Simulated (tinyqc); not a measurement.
UHF in the sto-6g basis, for LiH+, spin multiplicity 2, step by step. One step of it, computed by the program tinyqc.

Problem. Iteration 1: building the Fock matrix. J_ij = sum D_kl (ij|kl) with D = D(alpha) + D(beta), K_ij = sum D_kl (ik|jl) for each spin; F = H + J - K(s); E = tr D H + tr D J / 2 - 0.5 sum_s tr D(s) K(s) + E_nn.

D(alpha) at the start, order 1Li 1s, 1Li 2s, 1Li 2px, 1Li 2py, 1Li 2pz, 2H 1s:
$$\begin{pmatrix}
0.989219 & 0.013318 & 0.000000 & 0.000000 & -0.042808 & -0.066417 \\
0.013318 & 0.079061 & 0.000000 & 0.000000 & 0.124910 & 0.172859 \\
0.000000 & 0.000000 & 0.000000 & 0.000000 & 0.000000 & 0.000000 \\
0.000000 & 0.000000 & 0.000000 & 0.000000 & 0.000000 & 0.000000 \\
-0.042808 & 0.124910 & 0.000000 & 0.000000 & 0.201479 & 0.279285 \\
-0.066417 & 0.172859 & 0.000000 & 0.000000 & 0.279285 & 0.387189
\end{pmatrix}$$

D(beta) at the start, order 1Li 1s, 1Li 2s, 1Li 2px, 1Li 2py, 1Li 2pz, 2H 1s:
$$\begin{pmatrix}
0.979464 & 0.040789 & 0.000000 & 0.000000 & 0.001525 & -0.004961 \\
0.040789 & 0.001699 & 0.000000 & 0.000000 & 0.000064 & -0.000207 \\
0.000000 & 0.000000 & 0.000000 & 0.000000 & 0.000000 & 0.000000 \\
0.000000 & 0.000000 & 0.000000 & 0.000000 & 0.000000 & 0.000000 \\
0.001525 & 0.000064 & 0.000000 & 0.000000 & 0.000002 & -0.000008 \\
-0.004961 & -0.000207 & 0.000000 & 0.000000 & -0.000008 & 0.000025
\end{pmatrix}$$

core Hamiltonian H = T + V (hartree), order 1Li 1s, 1Li 2s, 1Li 2px, 1Li 2py, 1Li 2pz, 2H 1s:
$$\begin{pmatrix}
-4.716053 & -1.001708 & 0.000000 & 0.000000 & -0.010980 & -0.126588 \\
-1.001708 & -1.343928 & 0.000000 & 0.000000 & -0.099310 & -0.480175 \\
0.000000 & 0.000000 & -1.104701 & 0.000000 & 0.000000 & 0.000000 \\
0.000000 & 0.000000 & 0.000000 & -1.104701 & 0.000000 & 0.000000 \\
-0.010980 & -0.099310 & 0.000000 & 0.000000 & -1.181775 & -0.635055 \\
-0.126588 & -0.480175 & 0.000000 & 0.000000 & -0.635055 & -1.267595
\end{pmatrix}$$

Two-electron integrals (ij|kl) in chemists' order, unique and non-zero (hartree):
```
(11|11) 1.681247   (21|11) 0.242603   (21|21) 0.044507   (22|11) 0.397190
(22|21) 0.090279   (22|22) 0.290625   (31|31) 0.009437   (32|31) 0.014261
(32|32) 0.064236   (33|11) 0.397190   (33|21) 0.090279   (33|22) 0.290625
(33|33) 0.313125   (41|41) 0.009437   (42|41) 0.014261   (42|42) 0.064236
(43|43) 0.016875   (44|11) 0.397190   (44|21) 0.090279   (44|22) 0.290625
(44|33) 0.279374   (44|44) 0.313125   (51|51) 0.009437   (52|51) 0.014261
(52|52) 0.064236   (53|53) 0.016875   (54|54) 0.016875   (55|11) 0.397190
(55|21) 0.090279   (55|22) 0.290625   (55|33) 0.279374   (55|44) 0.279374
(55|55) 0.313125   (61|11) 0.029535   (61|21) 0.005330   (61|22) 0.011015
(61|33) 0.010856   (61|44) 0.010856   (61|51) 0.000717   (61|52) 0.001487
(61|55) 0.011331   (61|61) 0.000708   (62|11) 0.098310   (62|21) 0.022790
(62|22) 0.081234   (62|33) 0.076715   (62|44) 0.076715   (62|51) 0.003786
(62|52) 0.024932   (62|55) 0.090270   (62|61) 0.003354   (62|62) 0.041880
(63|31) 0.001602   (63|32) 0.008067   (63|53) 0.003465   (63|63) 0.002446
(64|41) 0.001602   (64|42) 0.008067   (64|54) 0.003465   (64|64) 0.002446
(65|11) 0.128939   (65|21) 0.030126   (65|22) 0.110531   (65|33) 0.102941
(65|44) 0.102941   (65|51) 0.005891   (65|52) 0.038628   (65|55) 0.125711
(65|61) 0.004589   (65|62) 0.061915   (65|65) 0.092356   (66|11) 0.265458
(66|21) 0.062488   (66|22) 0.245200   (66|33) 0.224100   (66|44) 0.224100
(66|51) 0.010793   (66|52) 0.090685   (66|55) 0.287401   (66|61) 0.009552
(66|62) 0.164207   (66|65) 0.250379   (66|66) 0.774999
```

nuclear repulsion = 0.79695363 hartree

Give: Coulomb J; exchange K(alpha); exchange K(beta); F(alpha); F(beta); total energy of this density.

Solution.

Coulomb J (hartree), order 1Li 1s, 1Li 2s, 1Li 2px, 1Li 2py, 1Li 2pz, 2H 1s:
$$\begin{pmatrix}
3.6527 & 0.5560 & 0.0000 & 0.0000 & 0.0115 & 0.0695 \\
0.5560 & 1.0569 & 0.0000 & 0.0000 & 0.0800 & 0.3388 \\
0.0000 & 0.0000 & 1.0407 & 0.0000 & 0.0000 & 0.0000 \\
0.0000 & 0.0000 & 0.0000 & 1.0407 & 0.0000 & 0.0000 \\
0.0115 & 0.0800 & 0.0000 & 0.0000 & 1.0893 & 0.4698 \\
0.0695 & 0.3388 & 0.0000 & 0.0000 & 0.4698 & 1.1241
\end{pmatrix}$$

exchange K(alpha) (hartree), order 1Li 1s, 1Li 2s, 1Li 2px, 1Li 2py, 1Li 2pz, 2H 1s:
$$\begin{pmatrix}
1.6736 & 0.2576 & 0.0000 & 0.0000 & -0.0009 & 0.0340 \\
0.2576 & 0.1375 & 0.0000 & 0.0000 & 0.1210 & 0.1869 \\
0.0000 & 0.0000 & 0.0237 & 0.0000 & 0.0000 & 0.0000 \\
0.0000 & 0.0000 & 0.0000 & 0.0237 & 0.0000 & 0.0000 \\
-0.0009 & 0.1210 & 0.0000 & 0.0000 & 0.1964 & 0.2718 \\
0.0340 & 0.1869 & 0.0000 & 0.0000 & 0.2718 & 0.5332
\end{pmatrix}$$

exchange K(beta) (hartree), order 1Li 1s, 1Li 2s, 1Li 2px, 1Li 2py, 1Li 2pz, 2H 1s:
$$\begin{pmatrix}
1.6663 & 0.2553 & 0.0000 & 0.0000 & 0.0000 & 0.0321 \\
0.2553 & 0.0512 & 0.0000 & 0.0000 & 0.0000 & 0.0064 \\
0.0000 & 0.0000 & 0.0105 & 0.0000 & 0.0000 & 0.0000 \\
0.0000 & 0.0000 & 0.0000 & 0.0105 & 0.0000 & 0.0000 \\
0.0000 & 0.0000 & 0.0000 & 0.0000 & 0.0104 & 0.0009 \\
0.0321 & 0.0064 & 0.0000 & 0.0000 & 0.0009 & 0.0009
\end{pmatrix}$$

F(alpha) (hartree), order 1Li 1s, 1Li 2s, 1Li 2px, 1Li 2py, 1Li 2pz, 2H 1s:
$$\begin{pmatrix}
-2.7369 & -0.7033 & 0.0000 & 0.0000 & 0.0014 & -0.0910 \\
-0.7033 & -0.4246 & 0.0000 & 0.0000 & -0.1403 & -0.3283 \\
0.0000 & 0.0000 & -0.0877 & 0.0000 & 0.0000 & 0.0000 \\
0.0000 & 0.0000 & 0.0000 & -0.0877 & 0.0000 & 0.0000 \\
0.0014 & -0.1403 & 0.0000 & 0.0000 & -0.2889 & -0.4371 \\
-0.0910 & -0.3283 & 0.0000 & 0.0000 & -0.4371 & -0.6767
\end{pmatrix}$$

F(beta) (hartree), order 1Li 1s, 1Li 2s, 1Li 2px, 1Li 2py, 1Li 2pz, 2H 1s:
$$\begin{pmatrix}
-2.7296 & -0.7009 & 0.0000 & 0.0000 & 0.0005 & -0.0891 \\
-0.7009 & -0.3382 & 0.0000 & 0.0000 & -0.0193 & -0.1478 \\
0.0000 & 0.0000 & -0.0745 & 0.0000 & 0.0000 & 0.0000 \\
0.0000 & 0.0000 & 0.0000 & -0.0745 & 0.0000 & 0.0000 \\
0.0005 & -0.0193 & 0.0000 & 0.0000 & -0.1029 & -0.1662 \\
-0.0891 & -0.1478 & 0.0000 & 0.0000 & -0.1662 & -0.1444
\end{pmatrix}$$

total energy of this density = -7.676867 hartree

This density is the starting one.
